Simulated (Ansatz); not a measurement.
Relative stability

Two relaxed structures of CHOS, doublet (PBE0-D4/def2-TZVP; forces vanish, vibrations not checked).

A:

```xyz
4
angstrom
O -0.7700 0.4760 1.0700
C -1.0588 -0.0122 2.0401
S 1.1671 -0.8537 -1.5095
H 0.6617 0.3899 -1.6006
```

B:

O1  (-0.775, -0.127, 1.594)
C2  (-0.402, 0.254, 0.554)
S3  (0.597, -0.582, -0.649)
H4  (0.580, 0.455, -1.499)
(Å)

Computed with Ansatz 0.2.0 (basis: def2-TZVPP); correlated methods freeze the cores; orbitals are unrestricted. B3LYP uses VWN-RPA correlation.

(1) Which structure is lower at CCSD(T), and by how much? (Judge from chemistry; the value comes from the calculation.)

(2) Do the other methods give the same order? (Judge from chemistry; the calculation decides.)

T1 diagnostic: at most 0.022. ⟨S²⟩ of the unrestricted Hartree–Fock references: 0.76 to 0.77 (a pure state has 0.75).

Answers

(1) By the calculation: B, by 1.45 kcal/mol (electronic energy, against the other). By their contacts, A is a complex of CO + HS and B is CHOS ([O][C][SH]).

(2) The calculation gives: Not all: HF, CCSD give the other order.

| method | E(B) − E(A) (kcal/mol) |
| --- | --- |
| PBE-D4 | -19.08 |
| r2SCAN-D4 | -15.54 |
| PBE0-D4 | -14.08 |
| B3LYP-D4 | -9.07 |
| wB97M-V | -5.22 |
| HF | 15.09 |
| MP2 | -4.22 |
| CCSD | 1.52 |
| CCSD(T) | -1.45 |

Labels in which every atom is bracketed show which atoms are joined, not bond orders.

For scale, one of the runs: CCSD(T)/def2-TZVPP, 118 basis functions, launched by `ansatz run in.yaml --threads 2 --pin off --events-out ev --progress --plain --max-ram 4352MiB`. The run took 25 s on 2 CPU threads of an Arm Neoverse V1 (shared host), with 1 GiB of host memory at its peak.
